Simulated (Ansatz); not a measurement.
**One shape, several levels: BH3S2 (SMILES SBS)**

Aim: a comparison of 6 runs (HF/aug-cc-pVDZ, B3LYP/6-31G*, B3LYP/aug-cc-pVDZ, CAM-B3LYP/aug-cc-pVDZ, SVWN5/aug-cc-pVDZ, CCSD(T)/aug-cc-pVDZ) of BH3S2. 

Program for the calculation: Ansatz 0.2.0.

37 further runs of the same task are left out: 2 that didn't finish, 35 set aside as unsound or not needed. Runs told in other sessions of the task aren't counted.

## (1) The molecule

BH3S2: 6 atoms, total charge 0, spin state singlet. SMILES: `SBS`. The S3–H6 distance was set to 2.953 Å, away from the relaxed value. At this shape a bond of the SMILES string is far longer than usual.

Bond lengths: S1–B2 1.783 Å, B2–S3 1.787 Å, S1–H4 1.346 Å, B2–H5 1.190 Å. Angles: S1–B2–S3 122.5°, S1–B2–H5 116.2°, S3–B2–H5 121.4°, B2–S1–H4 98.9°.

## (2) The energy at HF/aug-cc-pVDZ (run 1)

input.yaml reads:

```yaml
crystal:
  periodic: [false, false, false]
  atoms:
    - {symbol: S, position_ang: [-1.677313, -0.052351, -2.763319]}
    - {symbol: B, position_ang: [-0.766013, 0.099249, -1.237919]}
    - {symbol: S, position_ang: [-0.524313, 1.667649, -0.417019]}
    - {symbol: H, position_ang: [-2.003013, 1.240949, -2.941419]}
    - {symbol: H, position_ang: [-0.321913, -0.909351, -0.789319]}
    - {symbol: H, position_ang: [1.047600, 0.654100, 1.868800]}
basis:
  gaussian:
    orbitals: aug-cc-pVDZ
accuracy: high
output: {orbitals: {seedname: orbitals}}
hamiltonian:
  xc: hf
```

Command:

```console
$ ansatz run input.yaml --threads 1 --pin off --max-ram 2610MiB --events-out events.jsonl --progress --plain --runs-dir runs
```

Output:

```text
Warning: RAYON_NUM_THREADS=1 ignored (pool sized by the plan → 1); use --threads N
Functional definition: HF
  name "HF"
  exchange = exact_x
  correlation = 0
2097 factors; integrals over basis functions are off by at most 3.7e-9 eV
mean field evaluation 1: about -22346.0592 eV, gradient 2.1e1 eV
mean field evaluation 2: about -22346.0869 eV, gradient 2.1e1 eV
mean field evaluation 4: about -22349.7934 eV, gradient 4.5e0 eV
mean field evaluation 8: about -22349.9462 eV, gradient 4.2e-1 eV
mean field evaluation 16: about -22339.2655 eV, gradient 2.8e1 eV
mean field evaluation 32: about -22341.8688 eV, gradient 1.5e1 eV
mean field -22349.94818768 eV, -821.3454465581 hartree, gradient 2.7e-8 eV, S^2 0.000000; 0 other end points of the search recorded, 0 dependent functions left out
reference -22349.94818768 eV, -821.3454465581 hartree; 20, 20 occupied and 84, 84 virtual orbitals, 2097 factors
Total energy: -22349.94818768 eV, -821.3454465581 hartree
```

Wall time 7.5 s (1 thread of Arm Neoverse N1, shared host); peak memory 0.29 GiB.

## (3) A single-point energy at B3LYP/6-31G(d) (spherical functions) (run 2)

in.yaml reads:

```yaml
crystal:
  periodic: [false, false, false]
  atoms:
    - {symbol: S, position_ang: [-1.677313, -0.052351, -2.763319]}
    - {symbol: B, position_ang: [-0.766013, 0.099249, -1.237919]}
    - {symbol: S, position_ang: [-0.524313, 1.667649, -0.417019]}
    - {symbol: H, position_ang: [-2.003013, 1.240949, -2.941419]}
    - {symbol: H, position_ang: [-0.321913, -0.909351, -0.789319]}
    - {symbol: H, position_ang: [1.047600, 0.654100, 1.868800]}
basis:
  gaussian: {orbitals: 6-31G_st_-spherical.json}
output: {orbitals: {seedname: orbitals}}
hamiltonian: {xc: {name: B3LYP}}
accuracy: high
```

The basis set 6-31G* is read from a file made from the Basis Set Exchange's data (not shown).

Command:

```console
$ ansatz run in.yaml --threads 1 --pin off --max-ram 2610MiB --events-out events.jsonl --progress --plain --runs-dir runs
```

Output:

```text
Warning: RAYON_NUM_THREADS=1 ignored (pool sized by the plan → 1); use --threads N
Functional definition: B3LYP
  name "B3LYP"
  parameter a0 = 0.2
  parameter ax = 0.72
  parameter ac = 0.81
  exchange = (1 - a0 - ax)*slater_x + ax*b88_x + a0*exact_x
  correlation = (1 - ac)*vwn_rpa_c + ac*lyp_c
1201 factors; integrals over basis functions are off by at most 3.4e-9 eV
mean field evaluation 1: about -22387.2991 eV, gradient 2.7e1 eV
mean field evaluation 2: about -22377.1942 eV, gradient 5.1e1 eV
mean field evaluation 4: about -22392.5388 eV, gradient 3.3e0 eV
mean field evaluation 8: about -22392.5774 eV, gradient 1.2e0 eV
mean field evaluation 16: about -22392.6969 eV, gradient 3.6e-4 eV
mean field -22392.69690294 eV, -822.9164328678 hartree, gradient 5.4e-8 eV, S^2 0.000000; 0 other end points of the search recorded, 0 dependent functions left out
reference -22392.69693990 eV, -822.9164342262 hartree; 20, 20 occupied and 36, 36 virtual orbitals, 1201 factors
Total energy: -22392.69693990 eV, -822.9164342262 hartree
```

Wall time 6.9 s (1 thread of Arm Neoverse N1, shared host); peak memory 0.15 GiB.

Runs 3 to 5 aren't shown in full; the table further down has their settings and results.

## (4) The energy at CCSD(T)/aug-cc-pVDZ (run 6)

run.yaml reads:

```yaml
crystal:
  periodic: [false, false, false]
  atoms:
    - symbol: S
      position_ang: [-1.677313, -0.052351, -2.763319]
    - symbol: B
      position_ang: [-0.766013, 0.099249, -1.237919]
    - symbol: S
      position_ang: [-0.524313, 1.667649, -0.417019]
    - symbol: H
      position_ang: [-2.003013, 1.240949, -2.941419]
    - symbol: H
      position_ang: [-0.321913, -0.909351, -0.789319]
    - symbol: H
      position_ang: [1.047600, 0.654100, 1.868800]
basis:
  gaussian:
    orbitals: aug-cc-pVDZ
correlation:
  method: ccsd_t
  frozen_orbitals: {B: 1, H: 0, S: 5}
accuracy: high
scf:
  omitted_lower_state_checks: [cluster_reference, increment]
```

Command:

```console
$ ansatz run run.yaml --threads 1 --pin off --max-ram 2610MiB --events-out events.jsonl --progress --plain --runs-dir runs
```

Output, cut to the lines that bear on the results:

```text
Warning: RAYON_NUM_THREADS=1 ignored (pool sized by the plan → 1); use --threads N
[... 2 set-up lines as earlier in the session ...]
[...]
2097 factors; integrals over basis functions are off by at most 3.7e-9 eV
[...]
mean field -22349.94818768 eV, -821.3454465581 hartree, gradient 2.7e-8 eV, S^2 0.000000; 3 other end points of the search recorded, 0 dependent functions left out; unrestricted orbitals would lower it
11 core orbitals not correlated: weight in the atoms' cores, before any rotation towards them, 1.000 or more for the frozen orbitals, at most 0.000 for the correlated occupied ones
reference -22349.94818768 eV, -821.3454465581 hartree; 9, 9 occupied and 84, 84 virtual orbitals, 2097 factors
second order -11.37699477 eV of doubles, -0.00000000 eV of singles
cycle   1  -11.65263103 eV  change    -2.0e0 eV  update   1.5e-1
[...]
cycle  32  -13.18748844 eV  change  -1.7e-10 eV  update  3.7e-10
perturbative correction -0.87861626 eV, -0.0322885519 hartree
WARN: these amplitudes may be one of several solutions (largest doubles amplitude 0.53, level shift 4.15 eV)
Total energy: -22364.01429237 eV, -821.8623663713 hartree
Checks for a lower state left out: cluster_reference, increment
```

Wall time 47 s (1 thread of Arm Neoverse N1, shared host); peak memory 0.76 GiB.

## (5) Overview of the runs

```
run                               level  frozen core orbitals  energy (Eh)  HOMO energy (eV)  LUMO energy (eV)  HOMO–LUMO gap (eV)  wall time
  1                      HF/aug-cc-pVDZ                     –  -821.345447             -9.34             -2.75                6.60      7.5 s
  2  B3LYP/6-31G* (spherical functions)                     –  -822.916434             -7.31             -5.42                1.88      6.9 s
  3                   B3LYP/aug-cc-pVDZ                     –  -822.974091             -7.46             -5.60                1.86       15 s
  4               CAM-B3LYP/aug-cc-pVDZ                     –  -822.913627             -8.90             -4.56                4.35       20 s
  5                   SVWN5/aug-cc-pVDZ                     –  -819.900838             -6.57             -6.02                0.55      9.6 s
  6                 CCSD(T)/aug-cc-pVDZ                    11  -821.862366                 –                 –                   –       47 s
```

## (6) Results

| quantity | value |
| --- | --- |
| run 6: total energy | -821.86237 Eh |
| run 6: correlation energy (11 core orbitals frozen) | -516.9 mEh |
| run 6: (T) correction | -32.29 mEh |
| run 6: T1 diagnostic | 0.029 |

In words: Over runs 1, 2, 3, 4, 5 the HOMO–LUMO gap runs from 0.55 eV (SVWN5/aug-cc-pVDZ) to 6.60 eV (HF/aug-cc-pVDZ). Exact exchange widens orbital gaps. Totals of different functionals can't be ranked against each other. In run 6 the log says that unrestricted orbitals would lower the reference, so the values rest on an unstable closed-shell determinant (other closed-shell runs at this shape may share the fault). In all runs a closed-shell determinant meets a far-stretched bond; if it breaks into open shells, such a determinant describes it badly, and no broken-symmetry solution was shown. All runs together took 1.8 min, the longest 47 s.
